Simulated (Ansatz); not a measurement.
# CH3OS (charge +1): molecular dynamics

Purpose: to follow the molecule's vibrations and see whether its bonds hold. The start is relaxed first. Runs: 500 steps of 1 fs under a Nosé-Hoover thermostat at 300 K. SMILES of the start: C1O[SH+]1.

Method: RKS PBE/def2-SVP, in Ansatz 0.2.0.

### Step 1. The system as given

Bond lengths: C1–O2 1.395 Å, C1–S3 1.769 Å, O2–S3 1.608 Å, C1–H4 1.089 Å, C1–H5 1.089 Å, S3–H6 1.389 Å. Angles: C1–O2–S3 71.8°, O2–C1–S3 59.7°, O2–C1–H4 116.0°, O2–C1–H5 116.5°, S3–C1–H4 117.5°, S3–C1–H5 119.0°, H4–C1–H5 116.2°, C1–S3–O2 48.5°, C1–S3–H6 98.1°, O2–S3–H6 99.4°.

Structure file:

```xyz
6

C    -0.1677   -0.3107   -0.5071
O    -0.0849    1.0750   -0.3743
S    -0.3779    0.4481    1.0767
H    -1.0586   -0.6898   -1.0062
H     0.7625   -0.8343   -0.7214
H     0.9267    0.3117    1.5323
```

### Step 2. Relaxing the start

input.yaml

```yaml
crystal:
  periodic: [false, false, false]
  atoms:
    - { symbol: C, position_ang: [-0.16774, -0.31071, -0.50707] }
    - { symbol: O, position_ang: [-0.08494, 1.07503, -0.37434] }
    - { symbol: S, position_ang: [-0.37787, 0.4481, 1.07666] }
    - { symbol: H, position_ang: [-1.05863, -0.6898, -1.00619] }
    - { symbol: H, position_ang: [0.76248, -0.83432, -0.72139] }
    - { symbol: H, position_ang: [0.92671, 0.3117, 1.53233] }
total_charge: 1
basis:
  gaussian: { orbitals: def2-SVP }
hamiltonian:
  xc: pbe
relax:
  f_tol: 0.02
  max_steps: 40
scf:
  lower_state_search: "off"
```

On the command line:

```sh
$ ansatz run input.yaml --threads 1 --pin off --max-ram 2048MiB --backend cpu --events-out ev --progress --plain --runs-dir out
```

The runs that follow: The run.

**Question.** What will these runs give? Wanted: relaxation of the start; temperature, first and last step; temperature, second half; potential energy, second half; largest change of the conserved energy; bonds formed or broken.

The runs gave:

| quantity | value |
| --- | --- |
| relaxation of the start | 6 moves, 0.163 eV lower |
| length | 500 steps of 1 fs |
| temperature, first and last step | 300 and 107 K |
| temperature, second half | mean 317 K, from 79 to 535 K |
| potential energy, second half | +28 meV/atom from the start |
| largest change of the conserved energy | 2.18 meV/atom |
| bonds formed or broken | 0 |

**Reading.** Against a set 300 K the second half averages 317 K with a spread of 103 K. The conserved energy strays from its start by at most 2.18 meV/atom, 9.3 % of the mean kinetic energy, which is poor: the step of 1 fs is too long for the fastest motion. No bond forms or breaks. 500 fs on 6 atoms is far too short and small for converged averages. The nuclei move classically, without zero-point motion, which matters most for hydrogen.
